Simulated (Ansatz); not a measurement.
1T (CdI2-type) CdI2

All values below come from PBE0 in Ansatz (PAW).

Settings: plane-wave cutoff 460 eV, 9×9×4 k mesh (along the axes of the cell as run), Fermi–Dirac smearing 0.01 eV, scalar-relativistic PAW data made under PBE.

Cell (relaxed at this level):

Space group P-3m1 (No. 164); a = 4.292 Å, b = 4.292 Å, c = 7.648 Å, α = 90.00°, β = 90.00°, γ = 120.00°

| atom | site | symmetry | x | y | z |
|---|---|---|---|---|---|
| Cd | 1a | -3m. | 0.0000 | 0.0000 | 0.0000 |
| I | 2d | 3m. | 0.3333 | 0.6667 | 0.2225 |

```json
{
 "band_gap": "4.11 eV",
 "smallest_direct_gap_on_the_k_points_sampled": "4.30 eV"
}
```

Note: the cell comes from a level without a dispersion term, which matters for the spacing of layers, chains or molecules; the cell has widely spaced layers and the level no dispersion term, so their spacing and the moduli can rest on weak binding.

Spin–orbit coupling is not included; with these elements it can move the gap by several tenths of an eV or more.

Static lattice: no zero-point or thermal effects.

It cost about 4 core-hours (a rough figure) of CPU time.

Ansatz is an electronic-structure program.
